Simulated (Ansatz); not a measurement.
**Worked example: Ge–Al–OH⁺, quartet against Ge–Al–OH, triplet**

Geometry (PBE0/def2-TZVP stationary point of a triplet), kept for both states (Ge–Al–OH, triplet: Σ⁻; Ge–Al–OH⁺, quartet: Σ⁻):

```yaml
atoms:
  - { symbol: Al, position_ang: [0.0000, 0.0000, -0.4578] }
  - { symbol: Ge, position_ang: [0.0000, 0.0000, -2.8770] }
  - { symbol: O, position_ang: [0.0000, 0.0000, 1.1936] }
  - { symbol: H, position_ang: [0.0000, 0.0000, 2.1412] }
```

Basis cc-pVDZ; Ansatz 0.2.0. Only valence electrons are correlated (noble-gas cores and the filled d shells of p-block atoms frozen). R marks a restricted (for open shells ROHF) determinant, U an unrestricted one. No spin–orbit coupling is included, and no scalar relativity.

Full CI isn't at hand for all of this; UCCSDT(Q) serves as the reference, and is uncertain by the last step of the cluster series or more.

```
    level  E(Ge–Al–OH, triplet) (hartree)  E(Ge–Al–OH⁺, quartet) (hartree)
      UHF                    -2392.723167                     -2392.447253
     UMP2                    -2393.014994                     -2392.714828
 UCCSD(T)                    -2393.049417                     -2392.743325
      PBE                    -2394.701359                     -2394.377352
  wB97M-V                    -2395.081300                     -2394.756826
UCCSDT(Q)                    -2393.051804                     -2392.745382
```

Problem. Give the vertical gap, Ge–Al–OH⁺ quartet less Ge–Al–OH triplet, at each level in eV (1 hartree = 27.2114 eV), and each error against UCCSDT(Q).

Solution. UCCSDT(Q): (-2392.745382 − (-2393.051804)) × 27.2114 = 8.338 eV (the reference)
wB97M-V: (-2394.756826 − (-2395.081300)) × 27.2114 = 8.829 eV, error 0.491 eV
PBE: (-2394.377352 − (-2394.701359)) × 27.2114 = 8.817 eV, error 0.479 eV
UCCSD(T): (-2392.743325 − (-2393.049417)) × 27.2114 = 8.329 eV, error -0.009 eV
UMP2: (-2392.714828 − (-2393.014994)) × 27.2114 = 8.168 eV, error -0.170 eV
UHF: (-2392.447253 − (-2392.723167)) × 27.2114 = 7.508 eV, error -0.830 eV

Total energies of functionals can't be set beside those of wave-function methods, since they hold the core's correlation and their own absolute errors; only the differences compare.

In so small a basis the reference is far from its limit while semilocal and hybrid functionals are nearer theirs, so the functionals' errors here hold much of the reference's basis and frozen-core error, which can add to them or hide them.

Each level lands on the state that its own search finds. T1 diagnostics of restricted CCSD: 0.020 and 0.029.
